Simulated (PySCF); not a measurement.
Published values to compare with (the computed states carry no symmetry labels, so the two lists aren't matched line by line):

```tsv
state	E (eV)	f	kind of transition	source
3B2(π→π*)	4.00		band maximum or as reported	[1]
3B2(π→π*)	4.17		vertical absorption	[2]
3B2(π→π*)	4.20		vertical absorption	[3]
3A1(π→π*)	5.20		band maximum or as reported	[1]
3A1(π→π*)	5.46		vertical absorption	[3]
3A1(π→π*)	5.48		vertical absorption	[2]
1A2(π→3s)	5.91		band maximum or as reported	[1]
3A2(π→3s)	6.02		vertical absorption	[3]
1B2(π→π*)	6.04		band maximum or as reported	[1]
1A2(π→3s)	6.09		vertical absorption	[3]
1A2(π→3s)	6.10		vertical absorption	[4]
1B2(π→π*)	6.35		vertical absorption	[4]
1B2(π→π*)	6.37	0.163	vertical absorption	[3]
1B1(π→3p)	6.47		band maximum or as reported	[1]
1A1(π→π*)	6.53		vertical absorption	[4]
1A1(π→π*)	6.56	0.000	vertical absorption	[3]
3B1(π→3p)	6.59		vertical absorption	[3]
1A2(π→3p)	6.61		band maximum or as reported	[1]
1A1(π→π*)	6.62		vertical absorption	[2]
1B1(π→3p)	6.64	0.038	vertical absorption	[3]
1B1(π→3p)	6.65		vertical absorption	[4]
1B2(π→3p)	6.75		band maximum or as reported	[1]
1A2(π→3p)	6.81		vertical absorption	[3]
1A2(π→3p)	6.82		vertical absorption	[4]
1B2(π→3p)	7.24	0.007	vertical absorption	[3]
1B2(π→3p)	7.25		vertical absorption	[4]
1A1(π→π*)	8.53		vertical absorption	[2]
```

[1] measured, gas; Loos, Lipparini, Boggio-Pasqua, Scemama, Jacquemin (2019), arXiv:1912.04173, literature columns
[2] computed, CC3/TZVP, gas; arXiv:2401.06101 (2024), CC3 reference column of Thiel's set
[3] computed, theoretical best estimate (aug-cc-pVTZ, frozen core, CC3 geometry), gas; Veril, Scemama, Caffarel, Lipparini, Boggio-Pasqua, Jacquemin, Loos, WIREs Comput. Mol. Sci. 2021, 11, e1517 (QUESTDB)
[4] computed, theoretical best estimate (aug-cc-pVTZ), revised with CC4, gas; Loos, Lipparini, Matthews, Blondel, Jacquemin, revising reference values with EOM-CC4 (2022), arXiv:2204.11658

Furan, C₄H₄O.
InChI=1S/C4H4O/c1-2-4-5-3-1/h1-4H

Computed with TDDFT PBE0/def2-SVPD, vertical, gas phase, core orbitals frozen in the response (PySCF). Geometry: GFN2-xTB; no solvent, vibrations or thermal averaging.

Computed singlets: 6.34 eV (f 0.176); 6.50 eV (f 0.000); 6.94 eV (f 0.000); 7.24 eV (f 0.045); 7.43 eV (f 0.000); 7.91 eV (f 0.000); 7.97 eV (f 0.002); 8.04 eV (f 0.014). Computed triplets (Tamm–Dancoff): 4.04, 5.46, 6.32 eV.

How does the lowest computed singlet compare with the best estimate listed for the lowest singlet (vertical absorption)?

6.34 eV against 6.09 eV for 1A2(π→3s) [3]: a difference of +0.25 eV. Geometry and basis of the two calculations needn't be the same.

How does the lowest computed triplet compare with the best estimate listed for the lowest triplet (vertical absorption)?

4.04 eV against 4.20 eV for 3B2(π→π*) [3]: a difference of -0.16 eV. Geometry and basis of the two calculations needn't be the same.

Note on [4]: revises the 2021 QUESTDB value.

A measured band maximum holds vibronic effects and, in solution, solvent shifts, so it needn't equal the vertical energy.

Time: 9.3 s of wall time. Hardware: Arm Neoverse V2, one thread, shared host.
